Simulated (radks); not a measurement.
# N³⁻ held by a Watson sphere

Aim: the size and levels of N³⁻ inside a shell of charge +3 and radius R, which stands for the Madelung well of a crystal, for several R.

Program: radks (a radial shooting solver on a logarithmic mesh, Libxc functionals) version 1. Level of theory: non-relativistic Kohn-Sham, PBE, spin-polarised, spherical densities, point nucleus. These are calculated values, not measurements, unless marked.

**1. The system**

| Quantity | Value |
| --- | --- |
| element | nitrogen (Z = 7) |
| charge | -3 |
| electrons | 10 |
| configuration | [Ne] |

Outer shells as boxes (Hund's rule):

N³⁻
```
[He] core
2s [↑↓]
2p [↑↓][↑↓][↑↓]
```

**2. R = 1.64 bohr**

Settings of this run:

```text
Z 7
configuration [Ne]
relativity non-relativistic
functional pbe,pbe
spin polarised
nucleus point
watson charge 3 radius 1.64 bohr
response adiabatic LDA kernel
```

Run with:

```bash
$ python run_ks.py task.json out
```

All runs below come from this command, one after another.

**3. R = 1.68 bohr**

Settings of this run:

```text
Z 7
configuration [Ne]
relativity non-relativistic
functional pbe,pbe
spin polarised
nucleus point
watson charge 3 radius 1.68 bohr
response adiabatic LDA kernel
```

**4. R = 1.75 bohr**

Settings of this run:

```text
Z 7
configuration [Ne]
relativity non-relativistic
functional pbe,pbe
spin polarised
nucleus point
watson charge 3 radius 1.75 bohr
response adiabatic LDA kernel
```

**5. R = 1.89 bohr**

Settings of this run:

```text
Z 7
configuration [Ne]
relativity non-relativistic
functional pbe,pbe
spin polarised
nucleus point
watson charge 3 radius 1.89 bohr
response adiabatic LDA kernel
```

**6. R = 2.44 bohr**

Settings of this run:

```text
Z 7
configuration [Ne]
relativity non-relativistic
functional pbe,pbe
spin polarised
nucleus point
watson charge 3 radius 2.44 bohr
response adiabatic LDA kernel
```

**7. R = 3.7 bohr**

Settings of this run:

```text
Z 7
configuration [Ne]
relativity non-relativistic
functional pbe,pbe
spin polarised
nucleus point
watson charge 3 radius 3.7 bohr
response adiabatic LDA kernel
```

**8. R = 3.91 bohr**

Input: that of step 7 with these lines changed.

```diff
@@ -6,3 +6,3 @@
 nucleus point
-watson charge 3 radius 3.7 bohr
+watson charge 3 radius 3.91 bohr
 response adiabatic LDA kernel
```

Before running it: what results should come out? Wanted: for each run, R; highest level; its <r>; sum of <r²>; α.

**Answer**, as computed:

```csv
R (bohr),highest level (eV),its <r> (bohr),sum of <r²> (bohr²),α (bohr³)
1.64,-8.854,1.598,24.32,13.56
1.68,-8.693,1.615,24.83,14.22
1.75,-8.416,1.645,25.72,15.45
1.89,-7.887,1.705,27.53,18.22
2.44,-6.119,1.931,35.05,34.29
3.7,-3.712,2.438,55.96,127.8
3.91,-3.471,2.522,60.09,155.1
```

In words: From R = 1.64 to 3.91 bohr the top level moves from -8.854 to -3.471 eV and its mean radius from 1.60 to 2.52 bohr. A wider sphere makes a shallower well, so the ion swells. The polarisability goes from 13.6 to 155 bohr³. Response by self-consistent Sternheimer equations with the Hartree and adiabatic LDA kernel. The sphere does not respond.
